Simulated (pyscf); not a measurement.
## Routes from HGa=AsH + H₂

Candidate steps break at most two bonds and form at most two. Each was searched with GFN2-xTB (tblite) first. Optimised with ωB97X-D3(BJ)/def2-SVP in PySCF. Energies: ωB97M-D3(BJ)/def2-TZVP, kJ/mol, from the separated reactants, singlet surface; ΔG‡ with ideal gas, 1 atm, RRHO with modes under 100 cm⁻¹ raised to 100, one conformer, R ln 2 for chiral ones without a mode under 150 cm⁻¹.

```tsv
products	type	ΔE‡	ΔE	ΔG‡ 298 K	ΔG‡ 900 K	ν‡ (cm⁻¹)
H₂Ga–AsH₂	addition across a multiple bond or ene-type step	111.0	-111.6	146.7	222.6	1466i
HGa=AsH + H₂	four-centre exchange	165.8	0.0	203.6	279.1	1735i
Ga–AsH₂ [singlet] + H₂	concerted two-bond exchange	200.0	-51.3	234.5	308.2	1625i
```

Plain bond fissions and candidates not yet searched are not listed, and one of them may be faster. Each barrier is that of the saddle found; lower ones may exist. Elements up to Kr have no core potential and no relativistic terms here.
